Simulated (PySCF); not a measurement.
**A search over the determinants of CN**

Unrestricted PBE0; C x2c-TZVPPall, N x2c-TZVPPall; spin-free X2C with a Gaussian nucleus (PySCF 2.14). Outer shells of the fragments: C 2s2 2p2; N 2s2 2p3.

Followed along the bond (rough minima from three points):

```tsv
2Ms+1	unpaired	⟨S²⟩ at the start	R at minimum (Å)	Te (eV)
2	σ ↑	0.77	1.16	0.00
2	π ↑	0.75	1.23	0.96
4	σ ↑, π ↑↑	3.76	1.34	5.06
6	σ ↑, π ↑↑↑↑	8.76	none in the scan	≤ 7.56
```

Solutions found at the starting distance of 1.365 Å, counted from the lowest of them; the search is not exhaustive and high or unbound solutions are not listed, so other states can lie among these:

```json
{"2Ms+1": "2", "unpaired": "σ ↑", "term": "²Σ⁺", "E (eV)": "0.00", "⟨S²⟩": "0.77", "⟨Lz²⟩": "0.00", "μ (D)": "-1.18"}
{"2Ms+1": "2", "unpaired": "π ↑", "term": "²Π", "E (eV)": "0.03", "⟨S²⟩": "0.75", "⟨Lz²⟩": "1.01", "μ (D)": "-0.17"}
{"2Ms+1": "4", "unpaired": "σ ↑, π ↑↑", "term": "mixed", "E (eV)": "3.53", "⟨S²⟩": "3.76", "⟨Lz²⟩": "2.01", "μ (D)": "-0.94"}
{"2Ms+1": "4", "unpaired": "π ↑↑↑", "term": "⁴Π", "E (eV)": "4.21", "⟨S²⟩": "3.76", "⟨Lz²⟩": "1.00", "μ (D)": "1.00"}
{"2Ms+1": "4", "unpaired": "σ ↑, π ↑↑", "term": "mixed", "E (eV)": "4.42", "⟨S²⟩": "3.76", "⟨Lz²⟩": "2.00", "μ (D)": "-0.99"}
{"2Ms+1": "2", "unpaired": "σ ↑, π ↑↓", "term": "mixed", "E (eV)": "4.90", "⟨S²⟩": "1.76", "⟨Lz²⟩": "2.01", "μ (D)": "-1.00"}
{"2Ms+1": "6", "unpaired": "σ ↑, π ↑↑↑↑", "term": "⁶Σ⁺", "E (eV)": "6.72", "⟨S²⟩": "8.76", "⟨Lz²⟩": "0.00", "μ (D)": "-0.39"}
{"2Ms+1": "4", "unpaired": "σ ↑↑, π ↑", "term": "⁴Π", "E (eV)": "7.31", "⟨S²⟩": "3.78", "⟨Lz²⟩": "1.00", "μ (D)": "-0.58"}
{"2Ms+1": "6", "unpaired": "σ ↑↑, π ↑↑↑", "term": "⁶Π", "E (eV)": "9.75", "⟨S²⟩": "8.76", "⟨Lz²⟩": "1.00", "μ (D)": "0.53"}
```

A term symbol is given only where ⟨S²⟩ and ⟨Lz²⟩ are close to those of a pure state; real π, δ and φ orbitals otherwise mix terms. A positive dipole means C(−)N(+).

Problem. Compare the gap between the two lowest followed solutions at the starting distance with the gap between their minima.

Solution. At PBE0 the second solution (doublet, unpaired electrons π ↑) lies +0.03 eV from the first (doublet, unpaired electrons σ ↑) at 1.365 Å and +0.96 eV at the minima; the two curves relax by different amounts, since their minima lie near 1.23 and 1.16 Å.

Counting both spins, an empty level lies below a filled one in some of these solutions, because spin and occupation are held.
